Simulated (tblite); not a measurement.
Compound: C2H4NO2S (doublet state).
SMILES with atom numbers: `[CH3:1][S:2](=[O:3])(=[O:4])[CH:5]=[N:6]` (hydrogens: H7, H8, H9 on C1; H10 on C5)
Bond orders are those of one Lewis drawing.

Computed with GFN2-xTB (tblite), gas phase: L-BFGS steps from a force-field or distance-geometry start until the largest atomic force falls under 0.01 eV/Å.

Step 33: E = -557.6254 eV
```
atom  x, y, z in Å  |  force x, y, z in eV/Å
C1     -1.3095   -0.3852    0.1500    0.007   0.009  -0.005
S2      0.0919    0.7688   -0.0497   -0.037  -0.019  -0.017
O3     -0.0037    1.4384   -1.3181   -0.039   0.002  -0.006
O4      0.2090    1.5794    1.1315    0.023  -0.025  -0.010
C5      1.6969   -0.4004   -0.1534    0.017   0.000   0.049
N6      1.5175   -1.5480    0.0541   -0.016  -0.018  -0.008
H7     -1.0749   -1.0246    0.9909    0.002   0.039  -0.001
H8     -2.1845    0.2253    0.3368    0.000  -0.031   0.012
H9     -1.4061   -0.9550   -0.7640    0.026   0.035  -0.011
H10     2.4723    0.3059   -0.4003    0.015   0.007  -0.004
```

Step 34: E = -557.6262 eV
```
atom  x, y, z in Å  |  force x, y, z in eV/Å
C1     -1.3096   -0.3832    0.1525    0.004  -0.009  -0.004
S2      0.0924    0.7675   -0.0567   -0.080  -0.005   0.023
O3     -0.0122    1.4328   -1.3262   -0.018   0.010  -0.028
O4      0.2157    1.5820    1.1212    0.029  -0.023  -0.012
C5      1.6950   -0.4002   -0.1521    0.047   0.015   0.044
N6      1.5157   -1.5512    0.0365   -0.026  -0.028  -0.008
H7     -1.0695   -1.0255    0.9897    0.000   0.040   0.000
H8     -2.1863    0.2233    0.3456    0.022  -0.026   0.009
H9     -1.4094   -0.9502   -0.7628    0.018   0.025  -0.015
H10     2.4770    0.3094   -0.3702    0.003   0.000  -0.009
```

Step 35: E = -557.6267 eV
```
atom  x, y, z in Å  |  force x, y, z in eV/Å
C1     -1.3095   -0.3819    0.1540   -0.004  -0.021  -0.002
S2      0.0917    0.7663   -0.0620   -0.077   0.013   0.040
O3     -0.0191    1.4288   -1.3322   -0.004   0.010  -0.036
O4      0.2208    1.5832    1.1135    0.025  -0.012  -0.005
C5      1.6951   -0.4000   -0.1494    0.042  -0.002   0.024
N6      1.5138   -1.5535    0.0233   -0.022  -0.008  -0.006
H7     -1.0657   -1.0251    0.9891    0.004   0.026   0.005
H8     -2.1872    0.2211    0.3526    0.025  -0.011   0.004
H9     -1.4113   -0.9460   -0.7625    0.010   0.009  -0.019
H10     2.4803    0.3117   -0.3488    0.000  -0.003  -0.006
```

Question: Estimate the geometry and energy of step 36. (The exact step hangs on the optimiser's Hessian estimate; all steps are aligned on step 35, rigid shifts and turns removed.)

Answer: E = -557.6270 eV, largest force 0.054 eV/Å
```
atom  x, y, z in Å  |  force x, y, z in eV/Å
C1     -1.3096   -0.3815    0.1546   -0.010  -0.023  -0.002
S2      0.0901    0.7658   -0.0648   -0.040   0.023   0.028
O3     -0.0235    1.4271   -1.3355   -0.001   0.005  -0.027
O4      0.2240    1.5837    1.1094    0.015   0.001   0.008
C5      1.6970   -0.4009   -0.1471    0.019  -0.009   0.004
N6      1.5120   -1.5548    0.0166   -0.015  -0.001   0.000
H7     -1.0636   -1.0240    0.9890    0.010   0.007   0.011
H8     -2.1877    0.2192    0.3565    0.014   0.003   0.001
H9     -1.4117   -0.9432   -0.7630    0.004  -0.004  -0.021
H10     2.4819    0.3131   -0.3381    0.003  -0.002  -0.001
```

The energy changes by -0.0003 eV. The first-order estimate −F·Δx gives -0.0005 eV and the mean of the old and new forces, exact on a quadratic surface, -0.0003 eV. The step makes an angle of 77° with the force vector and moves no atom by more than 0.011 Å.

What follows is the cost of the whole relaxation. Time: 0.2 s of wall time. Hardware: INTEL XEON PLATINUM 8581C at 2.10 GHz, one thread, no GPU, shared host with 80 logical CPUs at a one-minute load of 15.
